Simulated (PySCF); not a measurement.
## Working out the ionisation energy of S

S [Ne] 3s2 3p4 (3P) → S⁺ [Ne] 3s2 3p3 (4S). Computed with PySCF 2.14 in aug-cc-pCVTZ-DK, with the spin-free X2C one-electron Hamiltonian (Gaussian nucleus). Frozen: 1s2. Energies in hartree (1 hartree = 27.21139 eV):

| part | S (lower) | S⁺ (upper) |
| --- | --- | --- |
| UHF | -398.591009 | -398.252070 |
| CCSD correlation | -0.437791 | -0.405296 |
| (T) | -0.007442 | -0.005875 |

Question: What does Hartree-Fock give?

Answer: (-398.252070) − (-398.591009) = 0.338939 hartree = 9.223 eV.

Question: What do CCSD and CCSD(T) give?

Answer: The CCSD correlation energies differ by 0.032495 hartree = 0.884 eV and the triples by 0.001567 hartree = 0.043 eV, so CCSD gives 10.107 eV and CCSD(T) 10.150 eV.

Measured between the centres of the two terms (NIST): 10.336 eV, so CCSD(T) (valence and next inner shell) is off by -0.186 eV.

What remains against the reference includes basis incompleteness, the frozen core and higher excitations.
